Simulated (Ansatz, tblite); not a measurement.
Breaking a bond: NaCl, singlet.

- RCCSD = Ansatz (a first-principles code) with CCSD on RHF/cc-pVDZ, frozen core
- RMP2 = MP2 on RHF/cc-pVDZ, frozen core (Ansatz)
- GFN2-xTB, 300 K electronic temperature (tblite)

Energies are in kJ/mol, each relative to the lowest point of its own curve near equilibrium.

| R / Å | RCCSD | RMP2 | GFN2-xTB |
|---|---|---|---|
| 1.90 | 160.0 | 160.0 | 60.2 |
| 2.04 | 66.3 | 66.2 | 15.3 |
| 2.12 | 35.4 | 35.3 | 4.6 |
| 2.20 | 15.9 | 15.8 | 0.3 |
| 2.28 | 4.8 | 4.8 | 0.0 |
| 2.36 | 0.0 | 0.0 | 2.4 |
| 2.46 | 0.3 | 0.4 | 7.6 |
| 2.49 | 1.5 | 1.5 | 9.5 |
| 2.61 | 9.7 | 9.7 | 18.1 |
| 2.76 | 25.5 | 25.6 | 30.2 |
| 2.90 | 43.6 | 43.7 | 41.9 |
| 3.19 | 85.1 | 85.2 | 65.6 |
| 3.48 | 126.8 | 127.0 | 89.4 |
| 3.91 | 183.4 | 183.6 | 122.4 |
| 4.20 | 216.8 | 217.1 | 142.1 |
| 4.75 | 269.6 | 270.0 | 172.8 |
| 5.19 | 302.7 | 303.4 | 190.7 |
| 5.73 | 334.4 | 335.7 | — |
| 6.40 | 363.2 | 367.0 | — |
| 7.14 | 397.0 | 393.8 | — |

At the longest distance, 7.14 Å, RCCSD lies highest above its minimum (397.0 kJ/mol) and RMP2 lowest (393.8 kJ/mol).

A dash means that the run gave no value there, or that the column was ended at a point which the program doubted or which failed a test of continuity chosen for this set; such a test can also cut sound points.

The scan ran from 1.90 to 9.47 Å; beyond the distances shown full CI changes its symmetry label. The T1 diagnostic of CCSD on the restricted reference of RCCSD, RMP2 exceeds 0.045 at 5.73 to 7.14 Å. The restricted form behind RMP2 keeps the bonding electrons paired and can't separate into open-shell fragments.
